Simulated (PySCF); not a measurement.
# C₂H₄Li+, a complex of two parts: interaction energy

One table from this session's results is given with a row withheld; the runs are named, their logs left out.

Computed with PySCF 2.14.0; each step states its level. No surroundings beyond the atoms listed, unless a continuum is named. Atoms count from 0, parts from 1.

## The system as given

7 atoms, charge 1, multiplicity 1; geometry: GFN2-xTB. Parts: 1 = atoms 0–5, `C=C`, charge 0; 2 = atom 6, `[Li+]`, charge 1.

Set-up of the first run:

The job: settings as JSON, then the geometry in Å.

```
{"job": {"xc": "PBE0", "basis": "def2-TZVPD", "d3": "d3bj", "grid": 3, "kind": "geom", "shake": 0.01}, "charge": 1, "multiplicity": 1, "parts": [{"atoms": "0-5", "charge": 0, "multiplicity": 1}, {"atoms": "6-6", "charge": 1, "multiplicity": 1}]}
C      0.651412    -0.255644     0.055068
C     -0.681704     0.029833     0.020695
H      1.038161    -1.007368    -0.585486
H      1.362328     0.452287     0.524095
H     -1.347456    -0.526041    -0.638590
H     -1.077648     0.940885     0.474306
Li    -0.316008    -1.418921     1.849514
```

Started as:

```
OMP_NUM_THREADS=1 python cluster_run.py task.json out
```

One launch serves the whole session: the jobs run in the order shown.

Among the steps run: Optimising the geometry at PBE0-D3(BJ)/def2-TZVPD; Coupled-cluster interaction energy: CCSD(T) and MP2, 2.35 Å; Coupled-cluster interaction energy: CCSD(T) and MP2, 2.46 Å; Coupled-cluster interaction energy: CCSD(T) and MP2, 2.58 Å; Coupled-cluster interaction energy: CCSD(T) and MP2, 2.23 Å; Coupled-cluster interaction energy: CCSD(T) and MP2, 2.93 Å; Coupled-cluster interaction energy: CCSD(T) and MP2, 2.11 Å; Coupled-cluster interaction energy: CCSD(T) and MP2, 3.52 Å; Coupled-cluster interaction energy: CCSD(T) and MP2, 4.69 Å.

One table of the session follows, with a row left open; its other results are not shown here.

It belongs to the step «Coupled-cluster interaction energy: CCSD(T) and MP2, 4.69 Å». 

| method | interaction energy (kcal/mol) |
| --- | --- |
| HF/aug-cc-pVDZ | -4.58 |
| MP2/aug-cc-pVDZ | -4.14 |
| CCSD/aug-cc-pVDZ | -4.01 |
| CCSD(T)/aug-cc-pVDZ | -3.98 |
| HF/aug-cc-pVQZ | -4.55 |
| MP2/aug-cc-pVQZ | -4.13 |
| SCS-MP2/aug-cc-pVQZ | ? |
| MP2, extrapolated | -4.13 |
| CCSD(T), limit estimate | -3.97 |

**Question.** Estimate the row for SCS-MP2/aug-cc-pVQZ.

**Answer.** interaction energy (kcal/mol): -4.07. In the column «interaction energy (kcal/mol)» it lies between MP2, extrapolated (-4.13) and CCSD/aug-cc-pVDZ (-4.01).
